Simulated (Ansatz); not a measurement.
Cartesian coordinates (Å):
```xyz
3

C     -0.0247     0.0009     0.0000
N      1.1283    -0.0403     0.0000
H     -1.1036     0.0394     0.0000
```
Charge 0, spin multiplicity 1.

Calculation: frozen-core CCSD(T)/cc-pVTZ // PBE0-D3(BJ)/def2-SVP run with Ansatz (an electronic-structure program).

| Quantity | Result |
|---|---|
| HF energy | -92.90765 Ha |
| MP2 correlation energy | -0.34542 Ha |

### Question
Estimate the CCSD correlation energy, the (T) correction, the total energy and the T1 diagnostic.

### Answer

```yaml
CCSD correlation energy: -0.34945 Ha
"(T) correction": -0.01792 Ha
CCSD(T) total energy: -93.27502 Ha
T1 diagnostic: 0.014
```
